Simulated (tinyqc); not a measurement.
ROHF in the sto-3g basis, for OH+, spin multiplicity 3, step by step (part 2 of 2). Computed by tinyqc, a small Python program that keeps every step (integrals from PySCF). Command: `OMP_NUM_THREADS=1 python tinyqc.py 28262 28263 out.jsonl` (the two numbers bound the seeds that draw the settings). One thread of a shared host (Intel(R) Xeon(R) Processor @ 2.60GHz), about 0.05 s of CPU time with the checks.

Geometry (angstrom):
```
atom         x         y         z
O     0.000000  0.000000  0.000000
H     0.000000  0.000000  0.878000
```

## Iteration 3: diagonalisation and new density

effective F (hartree), order 1O 1s, 1O 2s, 1O 2px, 1O 2py, 1O 2pz, 2H 1s:
```
[[-21.185115, -5.368743, 0.000000, 0.000000, -0.024955, -1.494172],
 [-5.368743, -3.083644, 0.000000, 0.000000, -0.164883, -1.470057],
 [0.000000, 0.000000, -0.762830, 0.000000, 0.000000, 0.000000],
 [0.000000, 0.000000, 0.000000, -0.762830, 0.000000, 0.000000],
 [-0.024955, -0.164883, 0.000000, 0.000000, -1.148136, -0.838729],
 [-1.494172, -1.470057, 0.000000, 0.000000, -0.838729, -1.182836]]
```

X, order 1O 1s, 1O 2s, 1O 2px, 1O 2py, 1O 2pz, 2H 1s:
```
[[1.023367, -0.136774, 0.000000, 0.000000, -0.010927, 0.026439],
 [-0.136774, 1.189774, 0.000000, 0.000000, 0.130784, -0.390893],
 [0.000000, 0.000000, 1.000000, 0.000000, 0.000000, 0.000000],
 [0.000000, 0.000000, 0.000000, 1.000000, 0.000000, 0.000000],
 [-0.010927, 0.130784, 0.000000, 0.000000, 1.101904, -0.305476],
 [0.026439, -0.390893, 0.000000, 0.000000, -0.305476, 1.264921]]
```

Diagonalise F' = X^T F X, C = X C', fill 5 alpha and 3 beta electrons from the bottom; D(s) = C_occ C_occ^T. Each column has its largest component positive (the first on a tie).

F' = X^T F X (hartree):
```
[[-20.812123, -2.682826, 0.000000, 0.000000, -0.040408, -0.261503],
 [-2.682826, -1.971526, 0.000000, 0.000000, 0.067859, -0.649205],
 [0.000000, 0.000000, -0.762830, 0.000000, 0.000000, 0.000000],
 [0.000000, 0.000000, 0.000000, -0.762830, 0.000000, 0.000000],
 [-0.040408, 0.067859, 0.000000, 0.000000, -0.919157, -0.590731],
 [-0.261503, -0.649205, 0.000000, 0.000000, -0.590731, -0.411722]]
```

orbital energies (hartree): [-21.192639, -1.885022, -1.193765, -0.762830, -0.762830, 0.156899]

coefficients C, order 1O 1s, 1O 2s, 1O 2px, 1O 2py, 1O 2pz, 2H 1s:
```
[[0.994760, -0.241145, 0.096608, 0.000000, 0.000000, 0.098858],
 [0.023346, 0.901931, -0.475799, 0.000000, 0.000000, -0.750842],
 [0.000000, 0.000000, 0.000000, 0.997264, 0.073920, 0.000000],
 [0.000000, 0.000000, 0.000000, -0.073920, 0.997264, 0.000000],
 [0.004385, 0.203644, 0.787397, 0.000000, 0.000000, -0.814400],
 [-0.007359, 0.152551, 0.331114, 0.000000, 0.000000, 1.309151]]
```

D(alpha) after iteration 3, order 1O 1s, 1O 2s, 1O 2px, 1O 2py, 1O 2pz, 2H 1s:
```
[[1.057032, -0.240237, 0.000000, 0.000000, 0.031323, -0.012119],
 [-0.240237, 1.040409, 0.000000, 0.000000, -0.190867, -0.020125],
 [0.000000, 0.000000, 1.000000, 0.000000, 0.000000, 0.000000],
 [0.000000, 0.000000, 0.000000, 1.000000, 0.000000, 0.000000],
 [0.031323, -0.190867, 0.000000, 0.000000, 0.661485, 0.291752],
 [-0.012119, -0.020125, 0.000000, 0.000000, 0.291752, 0.132962]]
```

D(beta) after iteration 3, order 1O 1s, 1O 2s, 1O 2px, 1O 2py, 1O 2pz, 2H 1s:
```
[[1.057032, -0.240237, 0.000000, 0.000000, 0.031323, -0.012119],
 [-0.240237, 1.040409, 0.000000, 0.000000, -0.190867, -0.020125],
 [0.000000, 0.000000, 0.000000, 0.000000, 0.000000, 0.000000],
 [0.000000, 0.000000, 0.000000, 0.000000, 0.000000, 0.000000],
 [0.031323, -0.190867, 0.000000, 0.000000, 0.661485, 0.291752],
 [-0.012119, -0.020125, 0.000000, 0.000000, 0.291752, 0.132962]]
```

Within a degenerate level the vectors are fixed only up to a rotation; this is one choice.

## Iteration 10 (converged): orbitals

converged F (hartree), order 1O 1s, 1O 2s, 1O 2px, 1O 2py, 1O 2pz, 2H 1s:
```
[[-21.189681, -5.369249, 0.000000, 0.000000, -0.024301, -1.494397],
 [-5.369249, -3.087355, 0.000000, 0.000000, -0.163923, -1.467725],
 [0.000000, 0.000000, -0.765600, 0.000000, 0.000000, 0.000000],
 [0.000000, 0.000000, 0.000000, -0.765600, 0.000000, 0.000000],
 [-0.024301, -0.163923, 0.000000, 0.000000, -1.145271, -0.839003],
 [-1.494397, -1.467725, 0.000000, 0.000000, -0.839003, -1.180124]]
```

As before.

F' = X^T F X (hartree):
```
[[-20.816871, -2.681896, 0.000000, 0.000000, -0.039656, -0.262394],
 [-2.681896, -1.978126, 0.000000, 0.000000, 0.068354, -0.645501],
 [0.000000, 0.000000, -0.765600, 0.000000, 0.000000, 0.000000],
 [0.000000, 0.000000, 0.000000, -0.765600, 0.000000, 0.000000],
 [-0.039656, 0.068354, 0.000000, 0.000000, -0.915231, -0.592726],
 [-0.262394, -0.645501, 0.000000, 0.000000, -0.592726, -0.409565]]
```

orbital energies (hartree): [-21.197174, -1.886999, -1.194039, -0.765600, -0.765600, 0.158420]

coefficients C, order 1O 1s, 1O 2s, 1O 2px, 1O 2py, 1O 2pz, 2H 1s:
```
[[0.994771, -0.241761, 0.095841, 0.000000, 0.000000, 0.097990],
 [0.023295, 0.905703, -0.474114, 0.000000, 0.000000, -0.747360],
 [0.000000, 0.000000, 0.000000, 0.999950, 0.009963, 0.000000],
 [0.000000, 0.000000, 0.000000, -0.009963, 0.999950, 0.000000],
 [0.004334, 0.201783, 0.785655, 0.000000, 0.000000, -0.816543],
 [-0.007320, 0.148232, 0.336089, 0.000000, 0.000000, 1.308379]]
```

D(alpha) after iteration 10, order 1O 1s, 1O 2s, 1O 2px, 1O 2py, 1O 2pz, 2H 1s:
```
[[1.057203, -0.241230, 0.000000, 0.000000, 0.030826, -0.010908],
 [-0.241230, 1.045625, 0.000000, 0.000000, -0.189634, -0.025260],
 [0.000000, 0.000000, 1.000000, 0.000000, 0.000000, 0.000000],
 [0.000000, 0.000000, 0.000000, 1.000000, 0.000000, 0.000000],
 [0.030826, -0.189634, 0.000000, 0.000000, 0.657988, 0.293929],
 [-0.010908, -0.025260, 0.000000, 0.000000, 0.293929, 0.134982]]
```

D(beta) after iteration 10, order 1O 1s, 1O 2s, 1O 2px, 1O 2py, 1O 2pz, 2H 1s:
```
[[1.057203, -0.241230, 0.000000, 0.000000, 0.030826, -0.010908],
 [-0.241230, 1.045625, 0.000000, 0.000000, -0.189634, -0.025260],
 [0.000000, 0.000000, 0.000000, 0.000000, 0.000000, 0.000000],
 [0.000000, 0.000000, 0.000000, 0.000000, 0.000000, 0.000000],
 [0.030826, -0.189634, 0.000000, 0.000000, 0.657988, 0.293929],
 [-0.010908, -0.025260, 0.000000, 0.000000, 0.293929, 0.134982]]
```

Within a degenerate level the vectors are fixed only up to a rotation; this is one choice.

## Convergence

Stop when the energy changes by less than 1e-10 hartree and every element of the error matrix X^T (F D S - S D F) X is below 3e-06.

Course of the cycle:
```
iteration   E (hartree)     change  largest element of the error matrix
1          -73.83538071          -                             5.07e-01
2          -73.98611475  -1.51e-01                             1.14e-01
3          -73.99572572  -9.61e-03                             2.76e-02
4          -73.99632055  -5.95e-04                             6.80e-03
5          -73.99635484  -3.43e-05                             1.66e-03
6          -73.99635679  -1.95e-06                             4.00e-04
7          -73.99635690  -1.10e-07                             9.61e-05
8          -73.99635690  -6.24e-09                             2.30e-05
9          -73.99635690  -3.54e-10                             5.49e-06
10         -73.99635690  -2.01e-11                             1.31e-06
```

PySCF ROHF in the same basis = -73.99635690 hartree

Converged in 10 iterations.

## Populations, bond orders and dipole

overlap S, order 1O 1s, 1O 2s, 1O 2px, 1O 2py, 1O 2pz, 2H 1s:
```
[[1.000000, 0.236704, 0.000000, 0.000000, 0.000000, 0.065049],
 [0.236704, 1.000000, 0.000000, 0.000000, 0.000000, 0.528105],
 [0.000000, 0.000000, 1.000000, 0.000000, 0.000000, 0.000000],
 [0.000000, 0.000000, 0.000000, 1.000000, 0.000000, 0.000000],
 [0.000000, 0.000000, 0.000000, 0.000000, 1.000000, 0.419322],
 [0.065049, 0.528105, 0.000000, 0.000000, 0.419322, 1.000000]]
```

Mulliken: Z minus the diagonal of D S on the atom; Loewdin: the same with S^(1/2) D S^(1/2); Mayer order: 2 sum_s sum (D(s) S)_ij (D(s) S)_ji over the two atoms.

Charges (e):
```
atom  Mulliken   Loewdin  Mulliken spin
1O    0.488366  0.636453       2.000000
2H    0.511634  0.363547       0.000000
```

Mayer bond orders:
```
pair     order
2-1   0.738231
```

dipole moment about the origin, x y z (debye): [0.000000, 0.000000, 2.462635]
